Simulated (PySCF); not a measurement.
# A thermochemical cycle for PO

PBE0 in PySCF with def2-TZVP on every atom, for the lowest determinant that a PBE0 search found; no spin–orbit coupling. PO, a doublet (π ↑), has De = 5.99 eV to neutral atoms, and PO⁺, a singlet (closed shell), has De = 7.97 eV to P⁺ + O.

The adiabatic ionisation energy of PO, between the minima, is 8.55 eV.

**Question.** Which ionisation energy of the P atom does this level give?

**Answer.** IE(P) = IE(molecule) + De(ion) − De(neutral) = 8.55 + 7.97 − 5.99 = 10.53 eV; the measured value is 10.487 eV (NIST ASD).

For an ion De counts to the pair picked by the measured ionisation energies or electron affinities, which need not be the lowest pair at this level. States were picked by a PBE0 search and need not be the measured ground states.
